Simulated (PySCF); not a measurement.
**Calculated NMR parameters of benzene**

```yaml
Formula: C6H6
SMILES: c1ccccc1
Point_group_of_the_computed_structure: D6h
Degrees_of_unsaturation: 4
Carbon_signals: 1
Proton_signals: 1
```

Atoms are numbered as in `[cH:1]1[cH:2][cH:3][cH:4][cH:5][cH:6]1`. Hydrogens are named by the atom that carries them.

In vacuum, one averaged value for each set of equivalent atoms, single conformer, relativity neglected. J: B3LYP/pcJ-1 (without the spin–dipole term); GFN2-xTB geometry; GIAO PBE0/pcSseg-1 shieldings; PySCF 2.14.0 with density-fitted response routines.

Scale: TMS for 1H (31.72 ppm) and 13C (186.93 ppm) (reference shieldings calculated alike).

| carbon | δC, type | δH (multiplicity, J in Hz) | HMBC from (abs. J ≥ 3 Hz) | span of the C tensor (ppm) |
| --- | --- | --- | --- | --- |
| C1/C2/C3/C4/C5/C6 | 133.9, CH | 7.66 (s) | H(C1)/H(C2)/H(C3)/H(C4)/H(C5)/H(C6) | 238 |

Selected couplings (Hz, signed; the shortest-range and largest first, 30 at most; isotopes 13C, 1H): 1J(C1,H(C1)) 163.3.

- Carbon types of the structure: 6 × CH, which accounts for all hydrogens.
- δC 133.9: aromatic CH; the aromatic region.
- δH 7.66: hydrogen on an aromatic CH; aromatic region.

Shifts are as computed. Against solution values, carbons near 30 ppm lie about +3 ppm off and those near 130 ppm about +5 ppm. Of 1211 compounds with measured shifts, 218 miss one by over three times the rms of a fit or turn the order of signals round; such compounds aren't used in these exercises.
